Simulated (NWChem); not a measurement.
System: P anion, triplet

The following NWChem deck was run.

```
start job
memory heap 200 mb stack 900 mb global 1100 mb
charge -1
geometry units angstroms noautoz
  P      0.000000     0.000000     0.000000
end
basis spherical
  P library aug-cc-pvdz
end
dft
  odft
  mult 3
  xc xcamb88 1.00 lyp 1.0 hfexch 1.00
  cam 0.33 cam_alpha 0.0 cam_beta 1.0
  iterations 150
  mulliken
end
task dft energy
```

Excerpt of the output:

```
             Northwest Computational Chemistry Package (NWChem) 7.3.0
             --------------------------------------------------------

                             Geometry "geometry" -> ""
                             -------------------------

 Output coordinates in angstroms (scale by  1.889725989 to convert to a.u.)

  No.       Tag          Charge          X              Y              Z
 ---- ---------------- ---------- -------------- -------------- --------------
    1 P                   15.0000     0.00000000     0.00000000     0.00000000

 Effective nuclear repulsion energy (a.u.)       0.0000000000

                                 NWChem DFT Module
                                 -----------------

 Summary of "ao basis" -> "ao basis" (spherical)
 ------------------------------------------------------------------------------
       Tag                 Description            Shells   Functions and Types
 ---------------- ------------------------------  ------  ---------------------
 P                        aug-cc-pvdz               11       27   5s4p2d

            General Information
            -------------------
          SCF calculation type: DFT
          Wavefunction type:  spin polarized.
          No. of atoms     :     1
          No. of electrons :    16
           Alpha electrons :     9
            Beta electrons :     7
          Charge           :    -1
          Spin multiplicity:     3
          Use of symmetry is: off; symmetry adaption is: off
          Maximum number of iterations: 150
          AO basis - number of functions:    27
                     number of shells:    11
          Convergence on energy requested:  1.00D-06
          Convergence on density requested:  1.00D-05
          Convergence on gradient requested:  5.00D-04

              XC Information
              --------------
                     Hartree-Fock (Exact) Exchange  1.000
                   CAM-Becke88 Exchange Functional  1.000
              Lee-Yang-Parr Correlation Functional  1.000

           Range-Separation Parameters
           ---------------------------
           Alpha           :  0.00
           Beta            :  1.00
           Gamma           :  0.33
           Short-Range HF  :     F

             Grid Information
             ----------------
          Grid used for XC integration:  medium
          Radial quadrature: Mura-Knowles
          Angular quadrature: Lebedev.
          Tag              B.-S. Rad. Rad. Pts. Rad. Cut. Ang. Pts.
          ---              ---------- --------- --------- ---------
          P                   1.00       88           9.0       590
          Grid pruning is: on
          Number of quadrature shells:    88
          Spatial weights used:  Erf1

      Superposition of Atomic Density Guess
      -------------------------------------

 Sum of atomic energies:        -340.65162395

 Renormalizing density from      15.00 to     16

      Non-variational initial energy
      ------------------------------

 Total energy =    -353.746359
 1-e energy   =    -502.678756
 2-e energy   =     148.932397
 HOMO         =       0.191542
 LUMO         =       0.191542

     ---------------------------------------------
      Total Density - Mulliken Population Analysis
     ---------------------------------------------

    Atom       Charge   Shell Charges
 -----------   ------   -------------------------------------------------------
    1 P   15    16.00   2.00  2.05  0.52  1.27  0.16  6.04  0.36  0.55  3.05  0.00  0.00

     --------------------------------------------
      Spin Density - Mulliken Population Analysis
     --------------------------------------------

    Atom       Charge   Shell Charges
 -----------   ------   -------------------------------------------------------
    1 P   15     2.00   0.00  0.00  0.00  0.00 -0.00  0.00  0.19  0.29  1.52  0.00  0.00

   convergence    iter        energy       DeltaE   RMS-Dens  Diis-err
 ---------------- ----- ----------------- --------- --------- ---------
 d= 0,ls=0.0,diis     1   -340.3706922166 -3.40D+02  5.80D-02  8.06D-01
                                                     3.94D-02  5.59D-01
 d= 0,ls=0.0,diis     2   -340.8648620717 -4.94D-01  2.05D-02  3.01D-01
                                                     1.67D-02  1.96D-01
 d= 0,ls=0.0,diis     3   -341.0715507198 -2.07D-01  3.21D-03  3.47D-03
                                                     2.10D-03  2.06D-03
 d= 0,ls=0.0,diis     4   -341.0744572197 -2.91D-03  8.50D-04  8.61D-05
                                                     4.72D-04  1.96D-05
 d= 0,ls=0.0,diis     5   -341.0746181477 -1.61D-04  4.92D-04  7.61D-06
                                                     4.20D-04  7.38D-06
  Resetting Diis
 d= 0,ls=0.0,diis     6   -341.0746590387 -4.09D-05  1.07D-04  5.95D-07
                                                     2.10D-04  9.44D-07
 d= 0,ls=0.0,diis     7   -341.0746634029 -4.36D-06  1.90D-05  5.04D-08
                                                     1.42D-05  2.91D-08
 d= 0,ls=0.0,diis     8   -341.0746635359 -1.33D-07  1.32D-05  1.02D-08
                                                     1.51D-05  1.54D-08
 d= 0,ls=0.0,diis     9   -341.0746635991 -6.32D-08  1.12D-05  5.37D-09
                                                     1.07D-05  1.94D-09
 d= 0,ls=0.0,diis    10   -341.0746636176 -1.86D-08  1.62D-06  6.67D-11
                                                     2.36D-06  1.23D-10

         Total DFT energy =     -341.074663617632
      One electron energy =     -475.527411391010
           Coulomb energy =      157.559654567969
    Exchange-Corr. energy =      -23.106906794591
 Nuclear repulsion energy =        0.000000000000

 Numeric. integr. density =       16.000000004569

                    DFT Final Alpha Molecular Orbital Analysis
                    ------------------------------------------

 Vector    7  Occ=1.000000D+00  E=-9.542171D-02
              MO Center=  1.2D-13, -1.5D-13,  1.3D-13, r^2= 2.4D+00
   Bfn.  Coefficient  Atom+Function         Bfn.  Coefficient  Atom+Function
  ----- ------------  ---------------      ----- ------------  ---------------
    10      0.314477  1 P  py                13      0.315926  1 P  py
    11     -0.284263  1 P  pz                14     -0.285573  1 P  pz
     9     -0.256257  1 P  px                12     -0.257438  1 P  px
    16      0.120433  1 P  py                17     -0.108862  1 P  pz
    15     -0.098137  1 P  px

 Vector    8  Occ=1.000000D+00  E=-9.542171D-02
              MO Center=  1.4D-14,  3.2D-13,  3.4D-13, r^2= 2.4D+00
   Bfn.  Coefficient  Atom+Function         Bfn.  Coefficient  Atom+Function
  ----- ------------  ---------------      ----- ------------  ---------------
    11      0.360052  1 P  pz                14      0.361711  1 P  pz
    10      0.339741  1 P  py                13      0.341306  1 P  py
    17      0.137887  1 P  pz                16      0.130108  1 P  py

 Vector    9  Occ=1.000000D+00  E=-5.833275D-02
              MO Center= -1.0D-13, -4.2D-14,  4.7D-14, r^2= 2.7D+00
   Bfn.  Coefficient  Atom+Function         Bfn.  Coefficient  Atom+Function
  ----- ------------  ---------------      ----- ------------  ---------------
     9      0.404092  1 P  px                12      0.399930  1 P  px
    15      0.225250  1 P  px                11     -0.178299  1 P  pz
    14     -0.176463  1 P  pz                10      0.168113  1 P  py
    13      0.166382  1 P  py                17     -0.099388  1 P  pz
    16      0.093710  1 P  py

 Vector   10  Occ=0.000000D+00  E= 2.490607D-01
              MO Center=  1.3D-13,  1.5D-13,  5.5D-13, r^2= 8.5D+00
   Bfn.  Coefficient  Atom+Function         Bfn.  Coefficient  Atom+Function
  ----- ------------  ---------------      ----- ------------  ---------------
     5      1.723153  1 P  s                  4     -1.338868  1 P  s
     2      0.157273  1 P  s

 Vector   11  Occ=0.000000D+00  E= 2.508747D-01
              MO Center= -2.1D-14, -3.4D-13, -3.7D-13, r^2= 1.2D+01
   Bfn.  Coefficient  Atom+Function         Bfn.  Coefficient  Atom+Function
  ----- ------------  ---------------      ----- ------------  ---------------
    17      0.907085  1 P  pz                16      0.841224  1 P  py
    14     -0.492315  1 P  pz                13     -0.456570  1 P  py
    11     -0.113490  1 P  pz                10     -0.105250  1 P  py
    15      0.050264  1 P  px                12     -0.027280  1 P  px

 Vector   12  Occ=0.000000D+00  E= 2.508747D-01
              MO Center= -1.5D-13,  1.8D-13, -1.6D-13, r^2= 1.2D+01
   Bfn.  Coefficient  Atom+Function         Bfn.  Coefficient  Atom+Function
  ----- ------------  ---------------      ----- ------------  ---------------
    16      0.794571  1 P  py                17     -0.701413  1 P  pz
    15     -0.640050  1 P  px                13     -0.431249  1 P  py
    14      0.380688  1 P  pz                12      0.347384  1 P  px
    10     -0.099413  1 P  py                11      0.087757  1 P  pz
     9      0.080080  1 P  px

                     DFT Final Beta Molecular Orbital Analysis
                     -----------------------------------------

 Vector    5  Occ=1.000000D+00  E=-4.458332D+00
              MO Center= -8.1D-17, -2.6D-17,  3.4D-17, r^2= 8.3D-02
   Bfn.  Coefficient  Atom+Function         Bfn.  Coefficient  Atom+Function
  ----- ------------  ---------------      ----- ------------  ---------------
     6      0.856538  1 P  px                 8     -0.377933  1 P  pz
     7      0.356343  1 P  py

 Vector    6  Occ=1.000000D+00  E=-3.492950D-01
              MO Center= -1.2D-15, -3.9D-16,  9.3D-16, r^2= 1.3D+00
   Bfn.  Coefficient  Atom+Function         Bfn.  Coefficient  Atom+Function
  ----- ------------  ---------------      ----- ------------  ---------------
     3      0.540771  1 P  s                  4      0.478283  1 P  s
     5      0.096510  1 P  s

 Vector    7  Occ=1.000000D+00  E=-3.417770D-02
              MO Center=  5.2D-15, -1.6D-15,  1.9D-15, r^2= 3.2D+00
   Bfn.  Coefficient  Atom+Function         Bfn.  Coefficient  Atom+Function
  ----- ------------  ---------------      ----- ------------  ---------------
     9      0.379106  1 P  px                12      0.373904  1 P  px
    15      0.290038  1 P  px                11     -0.167274  1 P  pz
    14     -0.164979  1 P  pz                10      0.157718  1 P  py
    13      0.155554  1 P  py                17     -0.127975  1 P  pz
    16      0.120664  1 P  py

 Vector    8  Occ=0.000000D+00  E= 1.745086D-01
              MO Center= -6.6D-13, -2.8D-13,  2.9D-13, r^2= 7.0D+00
   Bfn.  Coefficient  Atom+Function         Bfn.  Coefficient  Atom+Function
  ----- ------------  ---------------      ----- ------------  ---------------
    16      0.556948  1 P  py                17      0.520081  1 P  pz
    10      0.225968  1 P  py                11      0.211010  1 P  pz
    13      0.108393  1 P  py                14      0.101218  1 P  pz

 Vector    9  Occ=0.000000D+00  E= 1.745086D-01
              MO Center=  6.5D-15, -6.6D-15,  7.8D-15, r^2= 7.0D+00
   Bfn.  Coefficient  Atom+Function         Bfn.  Coefficient  Atom+Function
  ----- ------------  ---------------      ----- ------------  ---------------
    17     -0.477014  1 P  pz                16      0.443857  1 P  py
    15     -0.395131  1 P  px                11     -0.193536  1 P  pz
    10      0.180084  1 P  py                 9     -0.160315  1 P  px
    14     -0.092837  1 P  pz                13      0.086384  1 P  py
    12     -0.076901  1 P  px

 Vector   10  Occ=0.000000D+00  E= 2.511061D-01
              MO Center= -1.3D-14, -2.7D-14,  3.2D-14, r^2= 8.6D+00
   Bfn.  Coefficient  Atom+Function         Bfn.  Coefficient  Atom+Function
  ----- ------------  ---------------      ----- ------------  ---------------
     5      1.744643  1 P  s                  4     -1.397021  1 P  s
     2      0.183785  1 P  s                  3      0.033564  1 P  s
     1      0.025356  1 P  s

     ---------------------------------------------
      Total Density - Mulliken Population Analysis
     ---------------------------------------------

    Atom       Charge   Shell Charges
 -----------   ------   -------------------------------------------------------
    1 P   15    16.00   2.00  2.03  0.95  0.88  0.14  6.01  1.58  1.76  0.65  0.00  0.00

     --------------------------------------------
      Spin Density - Mulliken Population Analysis
     --------------------------------------------

    Atom       Charge   Shell Charges
 -----------   ------   -------------------------------------------------------
    1 P   15     2.00  -0.00  0.00 -0.01  0.02 -0.01  0.00  0.88  0.95  0.16  0.00 -0.00

     -------------------------------------------
      Total Density - Lowdin Population Analysis
     -------------------------------------------

    Atom       Charge   Shell Charges
 -----------   ------   -------------------------------------------------------
    1 P   15    16.00   2.00  1.83  1.01  0.88  0.29  5.96  1.57  1.77  0.70  0.00  0.00

     ------------------------------------------
      Spin Density - Lowdin Population Analysis
     ------------------------------------------

    Atom       Charge   Shell Charges
 -----------   ------   -------------------------------------------------------
    1 P   15     2.00  -0.00  0.00 -0.00  0.00 -0.00  0.00  0.87  0.91  0.22  0.00  0.00

   alpha - beta orbital overlaps
   -----------------------------

   alpha      1      2      3      4      5      6      7      8      9     10
    beta      1      2      3      4      5      6      9      8      7     10
 overlap   1.000  1.000  0.757  0.757  1.000  0.999  0.864  0.864  0.998  1.000

   alpha     11     12     13     14     15     16     17     18     19     20
    beta     12     13     11     14     15     17     18     16     19     20
 overlap   0.864  0.864  0.998  0.937  0.937  0.997  0.997  0.999  0.998  0.998

   alpha     21     22     23     24     25     26     27
    beta     21     22     23     24     25     26     27
 overlap   1.000  1.000  0.951  0.951  0.889  0.889  0.999

     --------------------------
     Expectation value of S2:
     --------------------------
      <S2> =      2.0070 (Exact =     2.0000)
```

Level: LC-BLYP (range parameter 0.33 per bohr)/aug-cc-pVDZ, spin-unrestricted. The open p shell is one determinant without spherical averaging. No stability test was run on the SCF state.
